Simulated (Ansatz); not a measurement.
# BH (triplet): the correlation ladder, aug-cc-pVDZ

How much of the correlation energy of BH (triplet) does each wave-function method recover here?

Computed with Ansatz 0.2.0, Gaussian basis. Level: aug-cc-pVDZ, core rule «outside noble gas», up to 1 orbitals frozen.

To be run: UHF; CCSD(T) on ROHF; CCSD(T) on UHF; BCCD(T) on ROHF; CISD; CCSDT(Q) on ROHF; CCSDT(Q) on UHF; CASSCF and MRCISD+Q, 4 electrons in 5 orbitals; CASSCF and NEVPT2, 4 electrons in 5 orbitals; Full CI.

20 further runs of the same task are left out: 2 for a known fault of the program, 9 that didn't finish, 9 set aside as unsound or not needed.

### 1 The system

The geometry is a PBE0/def2-TZVPD stationary point (not a proven minimum) of the parent state, kept for this charge and spin.

2 atoms, charge 0, spin multiplicity 3.

Atoms are counted from 1 here; the program's logs count them from 0.

Bond lengths: B1–H2 1.206 Å.

### 2 UHF

in.yaml

```yaml
crystal:
  periodic: [false, false, false]
  atoms:
    - {symbol: B, position_ang: [0.000000, 0.000000, 0.000000]}
    - {symbol: H, position_ang: [0.000000, 0.000000, 1.205800]}
basis:
  gaussian: {orbitals: aug-cc-pVDZ}
magnetization: {spin_polarized: true, initial_magnetization: 2}
hamiltonian: {xc: hf}
output: {orbitals: {seedname: orbitals}}
```

Launch:

```console
> ansatz run in.yaml --threads 1 --pin off --events-out ev --progress --plain --max-ram 2393MiB
```

Further steps of the session: CCSD(T) on ROHF; CCSD(T) on UHF; BCCD(T) on ROHF; CISD; CCSDT(Q) on ROHF; CCSDT(Q) on UHF; CASSCF and MRCISD+Q, 4 electrons in 5 orbitals; CASSCF and NEVPT2, 4 electrons in 5 orbitals; Full CI.

Q: Predict the results of all the runs planned. Wanted: FCI below the RHF energy; RMP2 from FCI; UMP2 from FCI; RCCSD from FCI; RCCSD(T) from FCI; UCCSD(T) from FCI; RCCSDT(Q) from FCI; UCCSDT(Q) from FCI; NEVPT2 valence from FCI.

As calculated:

| quantity | value |
| --- | --- |
| FCI below the RHF energy | -1.6089 eV |
| RMP2 from FCI | +43.4 kJ/mol |
| UMP2 from FCI | +42.9 kJ/mol |
| RCCSD from FCI | +3.7 kJ/mol |
| RCCSD(T) from FCI | +1.1 kJ/mol |
| UCCSD(T) from FCI | +1.1 kJ/mol |
| RCCSDT(Q) from FCI | 0.0 kJ/mol |
| UCCSDT(Q) from FCI | 0.0 kJ/mol |
| NEVPT2 valence from FCI | +34.0 kJ/mol |
| MRCISD+Q valence from FCI | +2.7 kJ/mol |
| levels within 1 kcal/mol (43 meV) | CISD, RCCSD, UCCSD, RCCSD(T), UCCSD(T), BCCD(T), RCCSDT, UCCSDT, RCCSDT(Q), UCCSDT(Q), MRCISD+Q valence |
| T1 diagnostic | 0.023 |
| effectively unpaired electrons | 2.01 |

RCCSD(T) lands +1.1 kJ/mol from the yardstick (0.7 % of the correlation energy). One determinant dominates. Of the multireference levels listed MRCISD+Q valence comes nearest in total energy (+2.7 kJ/mol), which doesn't show that its space is the better one. These misses are within one basis, not against nature; the frozen cores of restricted and unrestricted runs differ, which can shift their rows.
